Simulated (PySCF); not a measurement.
# BO−: a composite coupled-cluster curve

Aim: bond length, wavenumber and bond energy of BO− near the limit of CCSD(T), built from two basis sets and any small corrections listed.

The runs use PySCF 2.14.0; CCSD(T) on RHF, no relativity in the base curves; scalar relativity is added as a correction.

2 further runs of the same task are left out: 2 set aside as unsound or not needed.

### 1 The job

```
molecule             : BO−
state                : singlet, unpaired electrons none
smaller basis        : B aug-cc-pVTZ, O aug-cc-pVTZ
larger basis         : B aug-cc-pVQZ, O aug-cc-pVQZ
frozen core orbitals : 2
extrapolation        : correlation as n⁻³ (n = 3, 4), Hartree–Fock as (n+1)·exp(−9√n)
corrections          : core–valence correlation, scalar relativity
distances (Å)        : 1.0969, 1.1468, 1.1966, 1.2465, 1.2963, 1.3587, 1.4210
masses (u)           : 11.0093, 15.9949
dissociation limit   : B + O−
```

The run is started by

```console
$ OMP_NUM_THREADS=4 python comp.py task.json out
```

### 2 Coupled cluster at each distance

What does the calculation give? Wanted: for each run, Re; ωe; ωexe; αe; De.

As calculated:

```tsv
level	Re (Å)	ωe (cm⁻¹)	ωexe (cm⁻¹)	αe (cm⁻¹)	De (eV)
CCSD(T)/aug-cc-pVTZ(-PP)	1.2476	1692.3	11.0	0.0164	9.279
CCSD(T)/aug-cc-pVQZ(-PP)	1.2414	1707.0	11.1	0.0167	9.407
HF/CBS	1.2138	1868.6	10.4	0.0155	7.820
MP2/CBS	1.2425	1694.4	11.2	0.0169	10.011
CCSD/CBS	1.2323	1758.4	10.8	0.0162	9.286
CCSD(T)/CBS	1.2390	1715.6	11.2	0.0168	9.479
CCSD(T)/CBS+CV	1.2360	1724.2	11.3	0.0168	9.530
CCSD(T)/CBS+CV+SR	1.2358	1723.7	11.3	0.0168	9.527
```

What this shows: The last step gives Re = 1.2358 Å, ωe = 1723.7 cm⁻¹ and De = 9.527 eV; the smaller basis alone is off from it by +11.8 mÅ and -0.25 eV. Near the minimum the mean field binds by 7.78 eV and correlation adds 1.70 eV of binding. T1 is 0.020. Spin–orbit coupling and excitations beyond (T) are left out.
